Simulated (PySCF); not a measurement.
## EPR parameters of C5H5O

Compound: C₅H₅O (doublet state).
Structure used (GFN2-xTB), in Å, numbered top down from 1:
```
atom  x, y, z in Å
C1     2.1940   -1.1163   -0.2629
C2     1.1434   -0.5242   -0.1482
C3    -0.0485    0.1604   -0.0208
C4    -1.2942   -0.5500    0.3621
C5    -0.0808    1.5777   -0.2610
O6    -1.0832    2.2672   -0.1737
H7     3.1028   -1.6318   -0.3614
H8    -2.1134    0.1654    0.3950
H9    -1.1829   -1.0252    1.3386
H10   -1.5247   -1.3407   -0.3541
H11    0.8929    2.0202   -0.5396
```

The hyperfine couplings belong to this conformer and change with its torsions.

The species is `C#C[C](C)C=O` [radical].

Computed, not measured: PySCF, UKS B3LYP, pcH-1 on C H O, non-relativistic, mean-field spin-orbit, GIAO. Isolated species at its GFN2-xTB geometry (one conformer only). The geometry wasn't refined by DFT: couplings that depend on bond lengths, twists or pyramidal angles can differ widely from those at the functional's own minimum. No stability test was run, so a lower SCF solution isn't excluded.

```
g1, g2, g3                      : 2.00213, 2.00386, 2.00649
g_iso                           : 2.00416
Form of g                       : rhombic: the two nearest values differ by 40 % of g3 − g1
⟨S²⟩                            : 0.7703 (exact 0.7500)
HOMO–LUMO gap, α and β orbitals : 5.93, 3.40 eV
Total energy                    : -268.67808 Eh
```

Isotropic coupling and dipolar principal values T1 to T3, in MHz; ρ(0) is the spin density at the nucleus:

```
atom  isotope  a_iso     T1     T2     T3  Mulliken spin population  ρ(0) (bohr⁻³)
  C1      13C   34.9  -35.6  -26.9   62.5                      0.44         0.0310
  C2      13C  -52.8  -17.2   -1.0   18.3                     -0.21        -0.0470
  C3      13C   52.7  -50.2  -49.7  100.0                      0.61         0.0468
  C4      13C  -21.6   -1.7    0.1    1.6                     -0.05        -0.0192
  C5      13C  -32.6   -9.3    2.0    7.3                     -0.08        -0.0290
  O6      17O  -16.8  -77.4   38.5   38.9                      0.25         0.0277
  H7       1H  -33.3  -15.7   -1.7   17.4                     -0.02        -0.0075
  H8       1H    1.2   -3.3   -1.7    5.0                      0.00         0.0003
  H9       1H   73.0   -3.5   -2.0    5.5                      0.03         0.0163
 H10       1H   70.9   -3.5   -2.0    5.5                      0.03         0.0159
 H11       1H   -1.5   -4.0   -1.6    5.6                      0.00        -0.0003
```

The Mulliken spin populations are largest on C3 (+0.61), C1 (+0.44), O6 (+0.25) and C2 (-0.21). Three atoms exceed +0.15. The angles at C3 add up to 360.0°, so it is planar.

Axes: g2 points within 15° of the C3–C4 bond and g3 points within 12° of the C5–O6 bond.

Under fast tumbling the dipolar parts average out, and these isotropic splittings remain: 3 × 1H (H8/H9/H10, I = 1/2, 4 lines) with 1.72 mT, 1 × 1H (H7, I = 1/2, 2 lines) with 1.19 mT and 1 × 1H (H11, I = 1/2, 2 lines) with 0.05 mT.

Nuclei that the bonding pattern makes equivalent are averaged, as if the motion that swaps them (rotation, inversion, ring flip) were fast. The three 1H nuclei of mean +48.3 MHz run from 1.2 to 73.0 MHz in the frozen geometry.

The 17O coupling of O6 (-16.8 MHz) shows only in satellite lines or after enrichment, since that isotope makes up about 0.038 % of natural oxygen.

The 13C coupling of C2 (-52.8 MHz) shows only in satellite lines or after enrichment, since that isotope makes up about 1.07 % of natural carbon.

Examples of negative spin density at the nucleus (bohr⁻³): C2 (-0.0470), C5 (-0.0290) and C4 (-0.0192).
